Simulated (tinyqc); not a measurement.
CCSD on RHF in the sto-3g basis, frozen core, for OH-, spin multiplicity 1, step by step. The basis has no diffuse functions, so it cannot describe the extra electron: this is an exercise in the method, not the real anion. Computed by tinyqc, a small Python program that keeps every step (integrals from PySCF). Settings: charge = -1, multiplicity = 1, basis = sto-3g, method = RHF, frozen orbitals = 1, energy threshold = 1e-10, iteration cap = 58, orthogonalisation = symmetric, start = Wolfsberg-Helmholz matrix, DIIS depth = 6, amplitude equations = CCSD, DIIS depth for amplitudes = 6, cap on updates = 87. Command: `OMP_NUM_THREADS=1 python tinyqc.py 27404 27405 out.jsonl` (the two numbers bound the seeds that draw the settings). One thread of a shared host (Intel(R) Xeon(R) Processor @ 2.60GHz), about 0.2 s of CPU time with the checks. The early iterations of the SCF are left out here.

## One-electron integrals

Geometry (angstrom):

| atom | x | y | z |
|---|---|---|---|
| O | 0.0000 | 0.0000 | 0.0000 |
| H | 0.0000 | 0.0000 | 1.2610 |

Basis sto-3g: exponents (1/bohr^2) and contraction coefficients of normalised primitives:

| element | l (shell) | exponent | coefficient |
|---|---|---|---|
| O | s (1) | 130.7093 | 0.1543 |
| O | s (1) | 23.8089 | 0.5353 |
| O | s (1) | 6.4436 | 0.4446 |
| O | s (2) | 5.0332 | -0.1000 |
| O | s (2) | 1.1696 | 0.3995 |
| O | s (2) | 0.3804 | 0.7001 |
| O | p (3) | 5.0332 | 0.1559 |
| O | p (3) | 1.1696 | 0.6077 |
| O | p (3) | 0.3804 | 0.3920 |
| H | s (1) | 3.4253 | 0.1543 |
| H | s (1) | 0.6239 | 0.5353 |
| H | s (1) | 0.1689 | 0.4446 |

Overlap, kinetic and nuclear-attraction integrals over the contracted functions; the nuclear repulsion is the sum of Za Zb / Rab.

nuclear repulsion = 3.357191 hartree

overlap S, lower triangle:
```
         1O 1s   1O 2s  1O 2px  1O 2py  1O 2pz   2H 1s
1O 1s   1.0000
1O 2s   0.2367  1.0000
1O 2px  0.0000  0.0000  1.0000
1O 2py  0.0000  0.0000  0.0000  1.0000
1O 2pz  0.0000  0.0000  0.0000  0.0000  1.0000
2H 1s   0.0263  0.2997  0.0000  0.0000  0.2793  1.0000
```

kinetic energy T (hartree), lower triangle:
```
          1O 1s   1O 2s  1O 2px  1O 2py  1O 2pz   2H 1s
1O 1s   29.0032
1O 2s   -0.1680  0.8081
1O 2px   0.0000  0.0000  2.5287
1O 2py   0.0000  0.0000  0.0000  2.5287
1O 2pz   0.0000  0.0000  0.0000  0.0000  2.5287
2H 1s   -0.0083  0.0270  0.0000  0.0000  0.1064  0.7600
```

nuclear attraction V (hartree), lower triangle:
```
           1O 1s    1O 2s   1O 2px   1O 2py   1O 2pz    2H 1s
1O 1s   -61.0381
1O 2s    -7.2824  -9.4709
1O 2px    0.0000   0.0000  -9.3772
1O 2py    0.0000   0.0000   0.0000  -9.3772
1O 2pz   -0.0089  -0.1115   0.0000   0.0000  -9.4402
2H 1s    -0.8275  -2.0768   0.0000   0.0000  -1.7018  -4.5471
```

core Hamiltonian H = T + V (hartree), lower triangle:
```
           1O 1s    1O 2s   1O 2px   1O 2py   1O 2pz    2H 1s
1O 1s   -32.0349
1O 2s    -7.4504  -8.6628
1O 2px    0.0000   0.0000  -6.8485
1O 2py    0.0000   0.0000   0.0000  -6.8485
1O 2pz   -0.0089  -0.1115   0.0000   0.0000  -6.9115
2H 1s    -0.8357  -2.0499   0.0000   0.0000  -1.5954  -3.7871
```

## Two-electron integrals

Functions are numbered as in S; the eight-fold symmetry (ij|kl) = (ji|kl) = (kl|ij) leaves the list below.

Two-electron integrals (ij|kl) in chemists' order, unique and non-zero (hartree):
```
(11|11) 4.7851   (21|11) 0.7414   (21|21) 0.1369   (22|11) 1.1189
(22|21) 0.2566   (22|22) 0.8172   (31|31) 0.0245   (32|31) 0.0378
(32|32) 0.1805   (33|11) 1.1158   (33|21) 0.2567   (33|22) 0.8170
(33|33) 0.8802   (41|41) 0.0245   (42|41) 0.0378   (42|42) 0.1805
(43|43) 0.0474   (44|11) 1.1158   (44|21) 0.2567   (44|22) 0.8170
(44|33) 0.7853   (44|44) 0.8802   (51|51) 0.0245   (52|51) 0.0378
(52|52) 0.1805   (53|53) 0.0474   (54|54) 0.0474   (55|11) 1.1158
(55|21) 0.2567   (55|22) 0.8170   (55|33) 0.7853   (55|44) 0.7853
(55|55) 0.8802   (61|11) 0.0833   (61|21) 0.0153   (61|22) 0.0285
(61|33) 0.0284   (61|44) 0.0284   (61|51) 0.0007   (61|52) 0.0013
(61|55) 0.0286   (61|61) 0.0017   (62|11) 0.2322   (62|21) 0.0541
(62|22) 0.1944   (62|33) 0.1909   (62|44) 0.1909   (62|51) 0.0040
(62|52) 0.0327   (62|55) 0.2012   (62|61) 0.0062   (62|62) 0.0606
(63|31) 0.0053   (63|32) 0.0321   (63|53) 0.0065   (63|63) 0.0080
(64|41) 0.0053   (64|42) 0.0321   (64|54) 0.0065   (64|64) 0.0080
(65|11) 0.1801   (65|21) 0.0424   (65|22) 0.1629   (65|33) 0.1558
(65|44) 0.1558   (65|51) 0.0080   (65|52) 0.0576   (65|55) 0.1770
(65|61) 0.0050   (65|62) 0.0619   (65|65) 0.0705   (66|11) 0.4149
(66|21) 0.0981   (66|22) 0.4067   (66|33) 0.3919   (66|44) 0.3919
(66|51) 0.0083   (66|52) 0.0956   (66|55) 0.4359   (66|61) 0.0112
(66|62) 0.1706   (66|65) 0.1990   (66|66) 0.7746
```

## Orthogonalisation

S = U s U^T; symmetric (Loewdin) form X = U s^(-1/2) U^T, so that X^T S X = 1.

eigenvalues of S: 0.5602  0.8424  1.0000  1.0000  1.1370  1.4605

X, lower triangle:
```
          1O 1s    1O 2s  1O 2px  1O 2py   1O 2pz   2H 1s
1O 1s    1.0225
1O 2s   -0.1273   1.0624
1O 2px   0.0000   0.0000  1.0000
1O 2py   0.0000   0.0000  0.0000  1.0000
1O 2pz  -0.0042   0.0368  0.0000  0.0000   1.0335
2H 1s    0.0164  -0.1717  0.0000  0.0000  -0.1567  1.0726
```

## Iteration 6 (converged): orbitals

converged F (hartree), lower triangle:
```
           1O 1s    1O 2s  1O 2px  1O 2py   1O 2pz   2H 1s
1O 1s   -19.4871
1O 2s    -4.9915  -1.8078
1O 2px    0.0000   0.0000  0.1895
1O 2py    0.0000   0.0000  0.0000  0.1895
1O 2pz   -0.0155   0.0129  0.0000  0.0000   0.5421
2H 1s    -0.5671  -0.4390  0.0000  0.0000  -0.2551  0.0800
```

Diagonalise F' = X^T F X, C = X C', fill 5 alpha and 5 beta electrons from the bottom; D = 2 C_occ C_occ^T. Each column has its largest component positive (the first on a tie).

F' = X^T F X (hartree), lower triangle:
```
          1        2       3       4        5       6
1  -19.1212
2   -2.6395  -0.8631
3    0.0000   0.0000  0.1895
4    0.0000   0.0000  0.0000  0.1895
5   -0.0416   0.1145  0.0000  0.0000   0.6677
6   -0.0345  -0.2972  0.0000  0.0000  -0.4119  0.3033
```

orbital energies (hartree): MO1 -19.4954, MO2 -0.5838, MO3 0.0838, MO4 0.1895, MO5 0.1895, MO6 0.9822

coefficients C:
```
            MO1      MO2      MO3     MO4      MO5      MO6
1O 1s    0.9946  -0.2518   0.0770  0.0000   0.0000  -0.0591
1O 2s    0.0224   0.9612  -0.3898  0.0000   0.0000   0.3154
1O 2px   0.0000   0.0000   0.0000  0.9854  -0.1704   0.0000
1O 2py   0.0000   0.0000   0.0000  0.1704   0.9854   0.0000
1O 2pz   0.0018  -0.0004   0.4819  0.0000   0.0000   0.9283
2H 1s   -0.0039   0.1731   0.7705  0.0000   0.0000  -0.7623
```

D after iteration 6, lower triangle:
```
          1O 1s    1O 2s  1O 2px  1O 2py  1O 2pz   2H 1s
1O 1s    2.1171
1O 2s   -0.4996   2.1527
1O 2px   0.0000   0.0000  2.0000
1O 2py   0.0000   0.0000  0.0000  2.0000
1O 2pz   0.0779  -0.3763  0.0000  0.0000  0.4644
2H 1s    0.0238  -0.2682  0.0000  0.0000  0.7424  1.2472
```

Within a degenerate level the vectors are fixed only up to a rotation; this is one choice.

## Convergence

Stop when the energy changes by less than 1e-10 hartree and every element of the error matrix X^T (F D S - S D F) X is below 3e-06.

Course of the cycle:

| iteration | E (hartree) | change | largest element of the error matrix |
|---|---|---|---|
| 1 | -73.441310 | - | 6.41e-01 |
| 2 | -74.045844 | -6.05e-01 | 5.26e-02 |
| 3 | -74.047875 | -2.03e-03 | 1.23e-02 |
| 4 | -74.047986 | -1.11e-04 | 1.09e-04 |
| 5 | -74.047986 | -1.33e-08 | 4.56e-06 |
| 6 | -74.047986 | -1.41e-11 | 3.23e-08 |

PySCF RHF in the same basis = -74.047986 hartree

Converged in 6 iterations.

## Integrals over molecular orbitals

(pq|rs) = sum C_ip C_jq C_kr C_ls (ij|kl), one index at a time.

one-electron integrals over orbitals h = C^T H C (hartree), lower triangle:
```
          1        2        3        4        5        6
1  -32.0183
2    0.6138  -7.1502
3   -0.1805   0.6686  -4.9232
4    0.0000   0.0000   0.0000  -6.8485
5    0.0000   0.0000   0.0000   0.0000  -6.8485
6    0.1407  -0.7017  -1.5613   0.0000   0.0000  -5.7487
```

Two-electron integrals over orbitals (pq|rs), unique and non-zero (hartree); the lowest 1 orbital is frozen and left out:
```
(22|22) 0.7441     (32|22) -0.0678    (32|32) 0.1147     (33|22) 0.5548
(33|32) 0.0261     (33|33) 0.6142     (42|42) 0.1605     (43|42) -0.0394
(43|43) 0.0273     (44|22) 0.7741     (44|32) -0.0951    (44|33) 0.5348
(44|44) 0.8802     (52|52) 0.1605     (53|52) -0.0394    (53|53) 0.0273
(54|54) 0.0474     (55|22) 0.7741     (55|32) -0.0951    (55|33) 0.5348
(55|44) 0.7853     (55|55) 0.8802     (62|22) 0.0739     (62|32) 0.0552
(62|33) 0.0014     (62|44) 0.0781     (62|55) 0.0781     (62|62) 0.1123
(63|22) 0.1617     (63|32) -0.1051    (63|33) -0.0188    (63|44) 0.1821
(63|55) 0.1821     (63|62) 0.0176     (63|63) 0.1853     (64|42) 0.0291
(64|43) 0.0150     (64|64) 0.0380     (65|52) 0.0291     (65|53) 0.0150
(65|65) 0.0380     (66|22) 0.6754     (66|32) 3.61e-04   (66|33) 0.6051
(66|44) 0.6703     (66|55) 0.6703     (66|62) 0.0759     (66|63) 0.0808
(66|66) 0.7062
```

## CCSD: starting amplitudes

t_ij^ab = <ij||ab> / (e_i + e_j - e_a - e_b), whose energy is MP2.

Starting amplitudes (spin orbitals 1a, 1b, ...; amplitudes related by a flip of all spins are not repeated):

| from | to | t |
|---|---|---|
| 3a 3b | 6a 6b | -0.1031 |
| 2a 2b | 6a 6b | -0.0359 |
| 4a 4b | 6a 6b | -0.0240 |
| 5a 5b | 6a 6b | -0.0240 |
| 2a 3b | 6a 6b | -0.0072 |

correlation energy = -0.025214 hartree

## CCSD: amplitude update 1

t_i^a D_i^a and t_ij^ab D_ij^ab are set to the remaining terms of the spin-orbital equations, evaluated with the old amplitudes; for the doubles these are <ij||ab> + 1/2 <ab||ef> t_ij^ef + 1/2 <mn||ij> t_mn^ab + P(ij)P(ab) <mb||ej> t_im^ae + terms in t^2 + terms with t1, D the orbital-energy denominators.

Amplitudes after update 1 (spin orbitals 1a, 1b, ...; amplitudes related by a flip of all spins are not repeated):

| from | to | t |
|---|---|---|
| 3a 3b | 6a 6b | -0.1402 |
| 2a 2b | 6a 6b | -0.0413 |
| 4a 4b | 6a 6b | -0.0332 |
| 5a 5b | 6a 6b | -0.0332 |
| 3a | 6a | 0.0099 |
| 2a 3b | 6a 6b | -0.0094 |
| 2a | 6a | 0.0055 |

correlation energy = -0.033452 hartree

## CCSD: amplitude update 2

As before.

Amplitudes after update 2 (spin orbitals 1a, 1b, ...; amplitudes related by a flip of all spins are not repeated):

| from | to | t |
|---|---|---|
| 3a 3b | 6a 6b | -0.1552 |
| 2a 2b | 6a 6b | -0.0404 |
| 4a 4b | 6a 6b | -0.0371 |
| 5a 5b | 6a 6b | -0.0371 |
| 3a | 6a | 0.0157 |
| 2a 3b | 6a 6b | -0.0104 |
| 2a | 6a | 0.0086 |

correlation energy = -0.036424 hartree

## CCSD: convergence

E_corr = 1/4 sum <ij||ab> t_ij^ab + 1/2 sum <ij||ab> t_i^a t_j^b; stop when the norm of the change is below 1e-8.

Course of the amplitude iterations:

| update | correlation energy (hartree) | norm of the change |
|---|---|---|
| 0 | -0.025214 | - |
| 1 | -0.033452 | 8.12e-02 |
| 2 | -0.036424 | 3.35e-02 |
| 3 | -0.038559 | 1.52e-02 |
| 4 | -0.038579 | 1.60e-03 |
| 5 | -0.038579 | 5.55e-04 |
| 6 | -0.038577 | 5.78e-05 |
| 7 | -0.038577 | 9.40e-06 |
| 8 | -0.038577 | 1.41e-06 |
| 9 | -0.038577 | 1.96e-07 |
| 10 | -0.038577 | 6.43e-09 |

Converged amplitudes (spin orbitals 1a, 1b, ...; amplitudes related by a flip of all spins are not repeated):

| from | to | t |
|---|---|---|
| 3a 3b | 6a 6b | -0.1672 |
| 4a 4b | 6a 6b | -0.0416 |
| 5a 5b | 6a 6b | -0.0416 |
| 2a 2b | 6a 6b | -0.0368 |
| 3a | 6a | 0.0213 |
| 2a 3b | 6a 6b | -0.0113 |
| 2a | 6a | 0.0112 |

CCSD total energy = -74.086563 hartree

T1 diagnostic, norm of the one-spin t1 over sqrt(correlated electrons) = 0.0085

Converged in 10 updates, with DIIS from the third.
